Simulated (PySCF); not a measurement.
Species: ClH₄PSi.
Numbering: `[PH2:1][SiH2:2][Cl:3]` (hydrogens: H4, H5 on P1; H6, H7 on Si2)

Jobs on this species (7 atoms, 50 electrons) with PySCF (density fitting). Hardware of each: one thread of an Arm Neoverse V2, no GPU, shared host. Other jobs ran on the host; a repeat could differ by tens of per cent or more. Peak memory is the resident size of the whole Python process, interpreter and libraries included.

| level and settings | work | basis functions | SCF cycles | wall time | peak memory |
| --- | --- | --- | --- | --- | --- |
| PBE0/def2-TZVP | shieldings, charges and field gradients | 135 | ? | ? | ? |
| PBE0/6-311+G(2d,p) | shieldings, charges and field gradients | 129 | ? | ? | ? |
| CAM-B3LYP/pcSseg-2 | shieldings | 185 | 11 | 13 s | 0.91 GiB |
| PBE0-D3(BJ)/def2-SVP, grid level 1 | geometry optimisation from a GFN2-xTB start shaken at random | 74 | 56 | 15 s | 0.33 GiB |
| PBE0/cc-pVTZ | shieldings, charges and field gradients | 158 | 11 | 8.9 s | 0.67 GiB |
| PBE0/pcSseg-2 | shieldings | 185 | 11 | 8.9 s | 0.87 GiB |
| PBE0/6-31G | shieldings, charges and field gradients | 47 | 9 | 2.6 s | 0.43 GiB |
| mPW1PW91/pcSseg-2 | shieldings | 185 | 12 | 9.2 s | 0.87 GiB |
| B97-2/pcSseg-2 | shieldings | 185 | 12 | 9.3 s | 0.87 GiB |

Fill in the missing figures.

- PBE0/def2-TZVP; shieldings, charges and field gradients: 7.3 s, 0.58 GiB, 12 SCF cycles
- PBE0/6-311+G(2d,p); shieldings, charges and field gradients: 6.5 s, 0.56 GiB, 11 SCF cycles

What do all jobs in the table cost together?

About 81 s; the longest takes about 19 % of that, and about 5.8 times as long as the shortest.
